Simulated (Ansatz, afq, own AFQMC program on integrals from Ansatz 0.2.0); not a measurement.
# GaP⁻, quartet: AFQMC among the cluster methods

```xyz
2

P     0.0000    0.0000    0.0000
Ga    0.0000    0.0000    7.9330
```

Basis aug-cc-pVDZ. Noble-gas cores (and the filled d shells of Ga–Kr and In–Xe) are frozen. Ansatz 0.2.0 and our own AFQMC program on the same integrals; the CISD trial comes from CCSD amplitudes, and released means the phaseless constraint is let go. ± is one standard error of the sampling. No spin–orbit coupling.

Determinant: UHF, the one that the program's search chose, which needn't be the lowest solution. The geometry is a point of a scan.

No full CI on the walks' own integrals is used here; CCSDT(Q) serves as the reference and is uncertain by about the last step of the cluster series.

Cautions: no relativity below Rb; no spin-orbit coupling; inner d shell frozen; lower spins were not checked; an unrestricted solution with more broken spin lies lower (70 meV, ⟨S²⟩ 4.77).

* T1 diagnostic: 0.0182
* weight of the determinant in the CISD state: 0.863
* ⟨S²⟩ of the determinant: 3.796
* size of the correlated space: 9 electrons in 44 orbitals

```json
{"level": "MP2", "correlation energy (eV)": "-3.2577"}
{"level": "CCSD", "correlation energy (eV)": "-4.1952"}
{"level": "CCSD(T)", "correlation energy (eV)": "-4.3081"}
```

(1) Estimate where AFQMC with the constraint released lies against CCSD(T) on the same integrals.

(1) 0.92 ± 0.65 kcal/mol below CCSD(T). The gap is under twice the noise, so this walk alone can't tell the two apart.

Reference: CCSDT(Q), correlation energy -4.357 eV. The released energy is read at 2.40 1/Eh (meV from the phaseless value at times in 1/Eh: -9 ± 18 at 0.24, -13 ± 17 at 0.51, -26 ± 18 at 0.99, -3 ± 19 at 1.62, -19 ± 28 at 2.40).

```csv
level,E − E(reference) (kcal/mol),share of correlation (%)
CCSD(T),1.12,98.88
CCSDT,0.25,99.75
ph-AFQMC/CISD,0.64 ± 0.42,99.36
released AFQMC,0.21 ± 0.65,99.79
```

A walk keeps the symmetry of its determinant, which the program's search chose and which needn't be the lowest solution, so a lower state of the same spin and another symmetry isn't excluded. Released energies are given only where the last usable release times agree within the noise; a slower fall can still hide under it.
